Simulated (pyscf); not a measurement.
PySCF, gas phase, ωB97X-D3(BJ)/def2-SVP geometries.

Estimate the classical barrier height and the reaction energy of CH₄ + [Cl–Zn]• -> [H₃C–Zn]• + HCl at r²SCAN/def2-TZVP. The step runs on the doublet surface, breaks C–H, Cl–Zn and forms C–Zn, Cl–H; take the separated reactants as zero.

ΔE‡ = 183.7 kJ/mol, ΔE = +170.0 kJ/mol. ωB97M-D3(BJ)/def2-TZVP gives 202.8 kJ/mol and +166.6 kJ/mol. Zero-point energy shifts the barrier by -11.7 kJ/mol. It is a four-centre exchange, with an imaginary mode of 925i cm⁻¹. One saddle was located; it need not be the lowest between these sides. The term symbol of open-shell Cl–Zn was not checked; spin-orbit terms are left out. Elements up to Kr have no core potential and no relativistic terms here.
